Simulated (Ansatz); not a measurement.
Consider the formal exchange of groups at a C–F bond: `C=NC(=C)F` + CH₄ → `C=NC(=C)C` + H–F.

Calculated with Ansatz (gas phase, PBE0-D4/def2-TZVP geometries, no zero-point term in ΔE). CBS: MP2 limit from def2 TZ/QZ plus the TZ coupled-cluster correction, frozen cores. This one scheme is used for every species. Functionals use def2-TZVPP. B3LYP here is the variant with VWN-RPA as its local correlation; programs differ in this. Each species was taken in one conformer, which may not be the lowest.

`C=NC(=C)F`:

Cartesian coordinates in Å:
```
C -0.931 0.541 -1.415
N 0.128 0.475 -0.719
C 0.132 -0.232 0.459
C 1.197 -0.348 1.239
F -1.024 -0.829 0.815
H -0.901 1.109 -2.342
H -1.871 0.062 -1.135
H 2.114 0.137 0.939
H 1.155 -0.914 2.158
```

CH₄:

```xyz
5

C     0.000    0.000    0.000
H    -0.271   -0.139    1.046
H     0.336   -0.949   -0.417
H     0.803    0.733   -0.073
H    -0.867    0.355   -0.556
```

`C=NC(=C)C`:

```xyz
12

C    -0.823   -0.401    1.798
N    -0.281    0.483    1.082
C     0.254    0.130   -0.163
C     1.189   -0.813   -0.289
C    -0.248    0.970   -1.290
H    -1.197   -0.132    2.785
H    -0.939   -1.441    1.469
H     1.643   -1.018   -1.250
H     1.558   -1.356    0.572
H    -0.069    2.027   -1.078
H    -1.328    0.847   -1.410
H     0.241    0.705   -2.227
```

H–F:

Cartesian coordinates in Å:
```
F 0.109 -0.287 -0.342
H -0.109 0.287 0.342
```

| level | ΔE (kcal/mol) | difference from CCSD(T)/CBS |
| --- | --- | --- |
| PBE-D4 | -1.7 | 4.8 |
| r2SCAN-D4 | -0.5 | 6.0 |
| PBE0-D4 | -3.2 | 3.3 |
| B3LYP-D4 | -1.7 | 4.8 |
| ωB97X-V | -2.7 | 3.8 |
| ωB97M-V | -3.1 | 3.4 |
| B2PLYP | -2.6 | 3.9 |
| PBE | -0.5 | 6.0 |
| r2SCAN | -0.1 | 6.4 |
| PBE0 | -2.1 | 4.4 |
| B3LYP | 0.2 | 6.7 |
| HF/def2-TZVPP | -0.8 | 5.7 |
| MP2/def2-TZVPP | -8.2 | -1.7 |
| SCS-MP2/def2-TZVPP | -6.4 | 0.1 |
| CCSD/def2-TZVPP | -5.2 | 1.3 |
| CCSD(T)/def2-TZVPP | -5.2 | 1.3 |
| HF/def2-QZVPP | -1.0 | 5.5 |
| MP2/def2-QZVPP | -8.9 | -2.4 |
| SCS-MP2/def2-QZVPP | -7.2 | -0.7 |
| HF/CBS(def2) | -1.0 | 5.5 |
| MP2/CBS(def2) | -9.4 | -2.9 |
| CCSD/CBS(def2) | -6.4 | 0.1 |
| CCSD(T)/CBS | -6.5 | 0 |

Largest T1 diagnostic among the species: 0.013.

From PBE to PBE0 (25 % exact exchange), in def2-TZVPP and without D4, ΔE moves by −1.6 kcal/mol. The D4 term adds −1.9 kcal/mol with B3LYP and −1.1 kcal/mol with PBE0; it sums over pairs of atoms, weighted by their polarisabilities, and B3LYP, whose exchange is more repulsive, gets the larger term.
